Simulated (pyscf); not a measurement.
# Routes from H₃Ge–TeH (SMILES [GeH3][TeH])

Candidate steps break at most two bonds and form at most two. Each was searched with GFN2-xTB (tblite) first. Optimised with ωB97X-D3(BJ)/def2-SVP in PySCF. Energies: ωB97M-D3(BJ)/def2-TZVP, kcal/mol, from the reactant's lowest minimum found, singlet surface; ΔG‡ with ideal gas, 1 atm, RRHO with modes under 100 cm⁻¹ raised to 100, one conformer, R ln 2 for chiral ones without a mode under 150 cm⁻¹.

```json
[
 {"products": "TeH₂ + GeH₂ [singlet]", "type": "1,1-elimination", "ΔE‡": "46.9", "ΔE": "+51.6", "ΔG‡ 298 K": "–", "ΔG‡ 900 K": "–", "ν‡ (cm⁻¹)": "542i"},
 {"products": "H₂Ge=Te + H₂", "type": "elimination", "ΔE‡": "53.0", "ΔE": "+24.7", "ΔG‡ 298 K": "52.1", "ΔG‡ 900 K": "54.9", "ν‡ (cm⁻¹)": "1379i"}
]
```

A dash marks a saddle under its separated products, where this table gives no free-energy barrier. Row 1: On the product side the descent ends in an adduct with a Ge–Te, Ge–H contact, 11.3 kcal/mol under the separated species and 0.9 kcal/mol under the saddle at ωB97X-D3(BJ)/def2-TZVP. 

Plain bond fissions and candidates not yet searched are not listed, and one of them may be faster. Each barrier is that of the saddle found; lower ones may exist. Elements up to Kr have no core potential and no relativistic terms here. Elements past Kr carry the def2 core potentials, without spin-orbit coupling.
